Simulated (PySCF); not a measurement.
```xyz
4
charge 0 multiplicity 2, angstrom
P    -0.0767   -0.4574    0.0000
O     0.2571    0.9965    0.0000
H    -0.8621   -0.8786   -1.1080
H    -0.8621   -0.8786    1.1080
```

These are results of PySCF, UPBE0, basis P def2-TZVP, O def2-TZVP, H def2-TZVP (no relativity, density fitting), not measurements.

This geometry of H2PO is a stationary point at this level.

What is the point group?

Cs.

Is it a minimum?

Yes: all harmonic wavenumbers are real.

Which band is strongest in the infrared?

2388 cm⁻¹ (a''), 81 km/mol.

Give the ideal-gas entropy at 298.15 K and 1 bar by parts.

translation 157.4, rotation 81.0, vibration 2.1, spin 5.8; total 246.3 J/(mol K).

What is the atomisation energy, with and without zero-point energy?

1098 kJ/mol without, 1046 kJ/mol with.

This need not be the most stable arrangement of these atoms.
